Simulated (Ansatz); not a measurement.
Geometry optimisation, Ansatz, RKS B3LYP-D4/def2-SVP.

Input:

```yaml
crystal:
  periodic: [false, false, false]
  atoms:
    - { symbol: "N", position_ang: [-1.04988, 0.27567, -0.90539] }
    - { symbol: Si, position_ang: [0.53737, -0.45881, -1.06422] }
    - { symbol: Si, position_ang: [1.48725, -0.4802, 0.89858] }
    - { symbol: H, position_ang: [-1.77345, -0.14072, -0.33906] }
    - { symbol: H, position_ang: [-1.15761, 1.27824, -0.91981] }
    - { symbol: H, position_ang: [1.95632, -0.47418, 2.3299] }
basis:
  gaussian: { orbitals: def2-SVP }
hamiltonian:
  xc: b3lyp
  dispersion: d4
relax:
  f_tol: 0.02
  max_steps: 50
output:
  orbitals: {}
```

Command:

```bash
$ ansatz run input.yaml --threads 1 --pin off --max-ram 2048MiB --backend cpu --events-out ev --progress --plain --runs-dir out
```

**Question.** Where does it end, and by what steps?

**Answer.** The run converged. After 30 steps the energy has fallen by 1.519 eV; H6 moved furthest, 1.64 Å.

```csv
step,energy less start (eV),largest force component (eV/Å),accepted
0,0.0000,1.695,yes
2,-0.3014,0.623,yes
4,-0.6340,1.346,yes
6,-1.0978,0.926,yes
8,-1.3054,0.508,yes
10,-1.3488,0.323,yes
12,-1.3833,0.497,yes
14,-1.4033,0.248,yes
16,-1.4084,0.122,yes
18,-1.4130,0.217,yes
20,-1.4348,0.376,yes
22,-1.4616,0.564,yes
24,-1.4934,0.433,yes
26,-1.5169,0.111,yes
28,-1.5184,0.111,yes
30,-1.5191,0.007,yes
```

```xyz
6
Properties=species:S:1:pos:R:3
N -0.963 0.236 -0.691
Si 0.483 0.388 0.198
Si 2.201 0.117 1.415
H -1.886 0.367 -0.286
H -0.995 -0.024 -1.673
H 1.159 -1.084 1.037
```

Whether the end is a true minimum wasn't checked by a vibrational analysis.

Run time: 60 s on 1 CPU thread of a shared host.
